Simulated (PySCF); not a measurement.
Reaction (SMILES): ClO (OH-Cl) + H+ → [OH2+]Cl
B3LYP-D3(BJ)/def2-TZVP geometries, fixed; electronic energies without zero-point terms; positive where energy is released.
Largest species:
```
O
H 1 0.9855
H 1 0.9855 2 111.16
Cl 1 1.7467 2 110.24 3 122.56
```
Charge +1, spin multiplicity 1.

How fast the proton affinity converges with the basis for several methods (PySCF): deviation from each method's own reference, in kcal/mol. References: HF 163.37 kcal/mol, the value in def2-QZVPPD; M06-2X 158.68 kcal/mol, the value in def2-QZVPPD; PBE 157.71 kcal/mol, the value in def2-QZVPPD. All functions are spherical. Density fitting with generated auxiliary sets. The proton sits at the site shown, which need not be the one that binds it best. No added dispersion term, no relativity. 

| basis | functions | HF | M06-2X | PBE |
|---|---|---|---|---|
| 6-31G** | 42 | 0.96 | 2.90 | 4.50 |
| def2-SVP | 42 | 1.94 | 3.27 | 5.03 |
| 6-311+G** | 64 | -0.31 | -0.22 | 0.16 |
| def2-SVPD | 66 | -1.45 | -1.29 | -1.24 |
| aug-cc-pV(D+d)Z | 73 | -1.81 | -1.05 | -1.55 |
| def2-TZVPD | 104 | -0.93 | -0.62 | -0.80 |
| def2-TZVPPD | 125 | -0.21 | -0.02 | -0.10 |
| aug-pcseg-2 | 142 | 0.00 | 0.16 | -0.01 |
| aug-cc-pV(T+d)Z | 147 | -0.28 | -0.52 | -0.25 |
| cc-pV(Q+d)Z | 179 | 0.19 | 0.55 | 0.80 |
| pcseg-3 | 190 | 0.16 | 0.10 | 0.02 |
| def2-QZVPPD | 211 | 0.00 | 0.00 | 0.00 |

Mean absolute deviation over 6-311+G**, def2-TZVPD, def2-TZVPPD, aug-pcseg-2, aug-cc-pV(T+d)Z: PBE 0.26, M06-2X 0.31, HF 0.35 kcal/mol.
